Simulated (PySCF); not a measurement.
Dimethyl carbonate, C3H6O3.
Z-matrix (Å and degrees, PBE0-D3(BJ)/def2-SVP geometry), rows numbered from 1:
```
C 
O   1  1.4149
C   2  1.3281  1  115.30
O   3  1.2024  2  125.85  1     0.60
O   3  1.3279  2  108.44  1  -179.46
C   5  1.4147  3  115.26  2  -178.80
H   1  1.1006  2  110.95  3    66.27
H   1  1.0963  2  106.19  3  -174.35
H   1  1.0998  2  111.08  3   -54.45
H   6  1.0962  5  106.20  3  -174.37
H   6  1.1006  5  110.90  3    66.27
H   6  1.0997  5  111.07  3   -54.41
```

Linear response at PBE0/def2-SVPD (PySCF, frozen core in the response, non-relativistic).

Static isotropic polarisability: 49.51 au (7.34 Å³), principal values 39.0, 46.5, 63.0 au.

Q: What is the polarisability at 1064 nm and at the sodium D line?

A: 49.82 au at 1064 nm (+0.6 %), 50.54 au at 589.3 nm (+2.1 %). The rise at 589.3 nm is 3.34 times that at 1064 nm; a pure ω² law gives 3.26. The lowest singlet lies at 174 nm, shorter than both wavelengths.

Q: What is the isotropic C6 coefficient between two such molecules, C6 = (3/π)∫α(iω)² dω?

A: 1179 au (Eh·bohr⁶) by a ten-point quadrature over imaginary frequencies, which is 705 eV·Å⁶ or 68 J·nm⁶/mol.

Q: Which effective excitation energy ω̄ makes London's formula C6 = (3/4)α²ω̄ exact here?

A: ω̄ = 4·C6/(3α²) = 0.641 Eh = 17.5 eV. A one-pole form α(ω) = α/(1 − ω²/ω̄²) fitted to the 1064 nm value gives 14.8 eV.

Q: What three-body coefficient follows from the one-pole estimate C9 = (3/4)·α·C6?

A: 43800 au. This is an estimate from the two numbers above, not a computed integral.

Q: What n − 1 at the D line would an ideal gas of it have at 273.15 K and 1 atm (2.6868 × 10¹⁹ cm⁻³), by n − 1 = 2π·N·α′?

A: 12.64 × 10⁻⁴, a formal value whether or not that pressure can be reached.

Q: What molar refraction at the D line follows from R = (4π/3)·N_A·α′, with α′ the polarisability volume?

A: α′ = 7.49 Å³ gives R = 18.89 cm³/mol, for isolated, non-vibrating species.

Q: How many electrons N does the Slater–Kirkwood formula C6 = (3/4)·√N·α^(3/2) need to give this C6?

A: N = (4·C6/3)²/α³ = 20.4; the species has 48 electrons in all.

One conformer stands for the species.
